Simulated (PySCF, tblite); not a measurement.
# C4H4FO radical: geometry, infrared bands and EPR parameters

What infrared bands and EPR parameters should C4H4FO radical (`[CH2]/C(F)=C/C=O`) show?

The runs use tblite 0.8.0 and PySCF 2.14.0, with density-fitted response routines of our own; the level of theory stands in each step. All values are computed, except where a source is named. Atoms count from 0, in the outputs and in this text.

## 1. The molecule as given

10 atoms, charge 0, multiplicity 2; geometry from: force field or distance geometry start.

Bonds of the start (Å): C0–C1 1.42, C1–F2 1.34, C1–C3 1.34, C3–C4 1.47, C4–O5 1.21, C0–H6 1.09, C0–H7 1.09, C3–H8 1.09, C4–H9 1.10.

## 2. Optimising the geometry with GFN2-xTB

The job: settings as JSON, then the geometry in Å.

```
{"job": {"kind": "relax", "xc": "GFN2-xTB", "basis": "xTB"}, "charge": 0, "multiplicity": 2}
C     -1.828800     0.069300    -0.488300
C     -0.412600     0.134800    -0.489300
F      0.184100     0.509000    -1.632600
C      0.340900    -0.159300     0.575400
C      1.806100    -0.078100     0.499900
O      2.510700    -0.344900     1.453000
H     -2.363200     0.334500    -1.401700
H     -2.390400    -0.218500     0.395400
H     -0.062400    -0.481700     1.537000
H      2.224300     0.239700    -0.471400
```

Launch:

```bash
$ OMP_NUM_THREADS=1 python probes_run.py task.json out
```

The driver reads the jobs from task.json and runs them one after another.

Output:

```text
step      E/eV     max force
  0    -524.93738    3.648
  1    -525.07011    1.053
  2    -525.09594    0.525
  3    -525.10491    0.306
  4    -525.10996    0.242
  5    -525.11280    0.155
  6    -525.11409    0.132
  7    -525.11502    0.070
  8    -525.11528    0.055
  9    -525.11542    0.039
 10    -525.11552    0.045
 11    -525.11563    0.039
 12    -525.11572    0.025
 13    -525.11578    0.024
 14    -525.11582    0.021
 15    -525.11586    0.017
 16    -525.11589    0.020
 17    -525.11593    0.018
 18    -525.11597    0.026
 19    -525.11603    0.027
 20    -525.11609    0.020
 21    -525.11613    0.015
 22    -525.11614    0.007
```

It took 0.06 s on 1 thread of Arm Neoverse V2, shared host.

The steps of the relaxation:

| step | energy from step 0 (eV) | largest force (eV/Å) |
| --- | --- | --- |
| 0 | 0.0000 | 3.6481 |
| 1 | -0.1327 | 1.0527 |
| 2 | -0.1586 | 0.5252 |
| 3 | -0.1675 | 0.3059 |
| 4 | -0.1726 | 0.2416 |
| 5 | -0.1754 | 0.1553 |
| 6 | -0.1767 | 0.1319 |
| 7 | -0.1776 | 0.0697 |
| 8 | -0.1779 | 0.0553 |
| 9 | -0.1780 | 0.0389 |
| 10 | -0.1781 | 0.0453 |
| 11 | -0.1783 | 0.0393 |
| 12 | -0.1783 | 0.0252 |
| 13 | -0.1784 | 0.0237 |
| 14 | -0.1784 | 0.0209 |
| 15 | -0.1785 | 0.0165 |
| 16 | -0.1785 | 0.0195 |
| 17 | -0.1786 | 0.0182 |
| 18 | -0.1786 | 0.0257 |
| 19 | -0.1787 | 0.0272 |
| 20 | -0.1787 | 0.0197 |
| 21 | -0.1788 | 0.0149 |
| 22 | -0.1788 | 0.0075 |

Close pairs (by a distance rule), those that changed most:

| bond | before (Å) | after (Å) | change (Å) |
| --- | --- | --- | --- |
| C1–C3 | 1.337 | 1.397 | +0.060 |
| C0–C1 | 1.418 | 1.359 | -0.058 |
| C3–C4 | 1.469 | 1.437 | -0.033 |
| C0–H6 | 1.091 | 1.075 | -0.016 |
| C0–H7 | 1.086 | 1.073 | -0.013 |
| C3–H8 | 1.091 | 1.079 | -0.012 |
| C1–F2 | 1.343 | 1.348 | +0.006 |
| C4–O5 | 1.215 | 1.216 | +0.001 |

The next job starts from the end point, and lists it.

## 3. Vibrational analysis with GFN2-xTB

The job: settings as JSON, then the geometry in Å.

```
{"job": {"kind": "ir", "xc": "GFN2-xTB", "basis": "xTB"}, "charge": 0, "multiplicity": 2}
C     -1.817393     0.078301    -0.501026
C     -0.459167     0.134387    -0.500696
F      0.137550     0.513526    -1.648947
C      0.376930    -0.163316     0.578403
C      1.810575    -0.086767     0.526315
O      2.538666    -0.346639     1.464591
H     -2.374740     0.328478    -1.385431
H     -2.351548    -0.215880     0.381546
H     -0.079944    -0.468964     1.507198
H      2.227954     0.231529    -0.444481
```

Output:

```text
mode    cm-1     km/mol
  1     129.7      5.14
  2     167.2     12.36
  3     179.1      4.84
  4     375.5      0.15
  5     452.3     13.64
  6     496.7      0.98
  7     587.6      8.17
  8     597.3      3.34
  9     679.8     13.02
 10     812.4     53.01
 11     897.6      0.82
 12     901.4     50.21
 13     942.9     10.86
 14    1145.6     66.05
 15    1227.5     31.30
 16    1315.7     58.96
 17    1364.6     38.94
 18    1423.5     27.20
 19    1485.3     44.54
 20    1650.3    263.57
 21    2819.9     77.57
 22    3102.1      4.83
 23    3133.6      6.22
 24    3183.8      2.79
```

Run time: 0.12 s. Hardware: 1 thread of Arm Neoverse V2, shared host.

The strongest bands and the atoms that carry them (share of the mass-weighted mode):

| cm⁻¹ | km/mol | atoms |
| --- | --- | --- |
| 812 | 53.0 | H6 37 %, H7 33 %, C0 24 % |
| 901 | 50.2 | F2 45 %, C0 14 %, C3 12 %, H7 12 % |
| 1146 | 66.0 | H8 44 %, C4 35 %, C3 17 % |
| 1316 | 59.0 | H7 36 %, C1 31 %, H6 21 % |
| 1365 | 38.9 | H9 51 %, C1 19 %, C3 10 % |
| 1485 | 44.5 | C1 43 %, C0 37 % |
| 1650 | 263.6 | C4 57 %, O5 38 % |
| 2820 | 77.6 | H9 94 % |

## 4. EPR parameters: B3LYP/pcH-1

The job, as its differences from that of step 3:

```diff
@@ -1,2 +1,2 @@
-{"job": {"kind": "ir", "xc": "GFN2-xTB", "basis": "xTB"}, "charge": 0, "multiplicity": 2}
+{"job": {"kind": "epr", "basis": "pcH-1"}, "charge": 0, "multiplicity": 2}
 C     -1.817393     0.078301    -0.501026
```

Method: UKS B3LYP, pcH-1 on C F H O, non-relativistic, mean-field spin-orbit, GIAO.

Output:

```text
UKS, coarse grid
  cycle   1  E = -329.67919898  |g| = 6.60e-01
  cycle   2  E = -328.25577224  |g| = 1.75e+00
  cycle   3  E = -329.79397483  |g| = 3.13e-01
  cycle   4  E = -329.84527921  |g| = 1.06e-01
  cycle   5  E = -329.84897302  |g| = 5.36e-02
  cycle   6  E = -329.85044219  |g| = 2.01e-02
  cycle   7  E = -329.85074070  |g| = 8.66e-03
  cycle   8  E = -329.85080959  |g| = 5.01e-03
  cycle   9  E = -329.85083145  |g| = 2.14e-03
  cycle  10  E = -329.85083515  |g| = 6.63e-04
UKS, final grid
  cycle   1  E = -329.85087205  |g| = 6.16e-04
  cycle   2  E = -329.85087206  |g| = 9.17e-04
  cycle   3  E = -329.85087236  |g| = 2.26e-04
  cycle   4  E = -329.85087240  |g| = 1.54e-04
  cycle   5  E = -329.85087243  |g| = 8.42e-05
  cycle   6  E = -329.85087244  |g| = 1.21e-05
E = -329.85087244 Eh   <S^2> = 0.7811 (exact 0.7500)
g shifts (ppm)      1          2          3
  rmc          -168       -168       -168
  gc            -10         30         37
  oz_so          -6       1598       4673
  total        -185       1459       4541
hyperfine (MHz)  atom isotope    a_iso     a_fc   dipolar eigenvalues
    0   13C      46.55      46.55    -45.66    -44.28     89.95
    1   13C     -49.00     -49.00    -28.24     11.93     16.31
    2   19F     -29.85     -29.85    -76.15     29.45     46.71
    3   13C      46.95      46.95    -44.82    -43.80     88.62
    4   13C     -29.39     -29.39    -12.13      3.62      8.52
    5   17O     -15.29     -15.29    -71.66     35.67     35.98
    6    1H     -36.78     -36.78    -21.95     -0.74     22.69
    7    1H     -35.10     -35.10    -19.12     -1.72     20.84
    8    1H     -33.89     -33.89    -17.15     -2.76     19.91
    9    1H       0.02       0.02     -3.55     -1.59      5.15
```

Run time: 24 s. Hardware: 1 thread of Arm Neoverse V2, shared host; peak memory 0.67 GiB.

Principal g values 2.00213, 2.00378, 2.00686; g(iso) = 2.00426, against 2.00232 for a free electron.

Hyperfine couplings; where a row names several nuclei, a(iso) is their mean (it holds for fast rotation or exchange) and the dipolar term the largest among them:

| nuclei | isotope | a(iso) (MHz) | a(iso) (G, at g = 2.0023) | largest dipolar term (MHz) |
| --- | --- | --- | --- | --- |
| C1 | 13C | -49.0 | -17.5 | -28.2 |
| C3 | 13C | 46.9 | 16.8 | 88.6 |
| C0 | 13C | 46.5 | 16.6 | 89.9 |
| H6, H7 | 1H | -35.9 | -12.8 | 22.7 |
| H8 | 1H | -33.9 | -12.1 | 19.9 |
| F2 | 19F | -29.8 | -10.7 | -76.2 |
| C4 | 13C | -29.4 | -10.5 | -12.1 |
| O5 | 17O | -15.3 | -5.5 | -71.7 |
| H9 | 1H | 0.0 | 0.0 | 5.1 |

Mulliken spin populations:

| atom | value (e) |
| --- | --- |
| C0 | 0.59 |
| C1 | -0.21 |
| F2 | -0.01 |
| C3 | 0.57 |
| C4 | -0.10 |
| O5 | 0.23 |
| H6 | -0.03 |
| H7 | -0.02 |
| H8 | -0.02 |
| H9 | 0.00 |

In first order the couplings over 0.8 MHz of 1H, 19F give 12 distinct lines over 48.4 G, if the averaged nuclei exchange fast.

The fields below are evaluated on a grid from the run's orbitals.

ELF in a plane through or near 10 of the atoms.

Values, 10 rows by 14 columns:
```
0.00 0.00 0.00 0.00 0.00 0.00 0.00 0.00 0.00 0.00 0.00 0.00 0.00 0.00
0.00 0.00 0.00 0.00 0.00 0.00 0.00 0.01 0.01 0.00 0.00 0.00 0.00 0.00
0.00 0.00 0.00 0.04 0.43 0.02 0.15 0.60 0.57 0.06 0.00 0.00 0.00 0.00
0.00 0.00 0.00 0.43 1.00 0.76 0.30 0.61 0.85 0.03 0.73 0.53 0.00 0.00
0.00 0.00 0.14 0.08 0.91 0.73 0.05 0.48 0.38 0.49 1.00 0.98 0.04 0.00
0.00 0.14 0.81 0.66 0.79 0.91 0.37 0.84 0.66 0.39 0.64 0.27 0.01 0.00
0.00 0.04 0.55 0.91 0.72 0.20 0.97 0.71 0.05 1.00 0.96 0.10 0.00 0.00
0.00 0.00 0.06 0.44 0.23 0.18 0.99 0.89 0.01 0.94 0.88 0.04 0.00 0.00
0.00 0.00 0.00 0.00 0.00 0.01 0.19 0.04 0.00 0.00 0.00 0.00 0.00 0.00
0.00 0.00 0.00 0.00 0.00 0.00 0.00 0.00 0.00 0.00 0.00 0.00 0.00 0.00
```
The map spans 11.0 Å across and 8.6 Å up, centred on the molecule. Atoms in the plane (x, y in Å): C0 (1.9, -0.1), C1 (0.6, 0.3), F2 (0.4, 1.7), C3 (-0.6, -0.4), C4 (-1.9, 0.1), O5 (-2.9, -0.6), H6 (2.7, 0.6), H7 (2.1, -1.2), H8 (-0.4, -1.5), H9 (-2.0, 1.2).

On the surface of density 0.002 e/bohr³ the electrostatic potential runs, from the 1st to the 99th percentile, from -1.69 V near O5 to 1.54 V near H7.

The spin density lies nearest to C0, C3 about 29 % each; O5 16 %; C1 8 % (beta excess).

## 5. Summary of results

```
                                 quantity                  value
strongest single infrared mode (GFN2-xTB)  1650 cm⁻¹, 264 km/mol
             zero-point energy (GFN2-xTB)          41.6 kcal/mol
                           g(iso) (B3LYP)                2.00426
                                     ⟨S²⟩     0.781 (exact 0.75)
       largest a(iso) (averaged by class)   13C on C1, -49.0 MHz
    surface potential, 1st and 99th percentile     -1.69 V and 1.54 V
```

What this shows: Relaxing lowered the energy by 0.179 eV in 22 steps; the close pair that moved most is C1–C3, from 1.337 to 1.397 Å. All 24 modes are real, so the xTB geometry is a minimum. The strongest single mode, at 1650 cm⁻¹, moves mainly C4 and O5. GFN2-xTB is a fitted tight-binding method: band positions and strengths are rough. Its intensities can rank the bands wrongly. The largest spin populations lie on C0 (0.59 e), C3 (0.57 e). The isotropic g lies 1.9 ppt above the free-electron value.
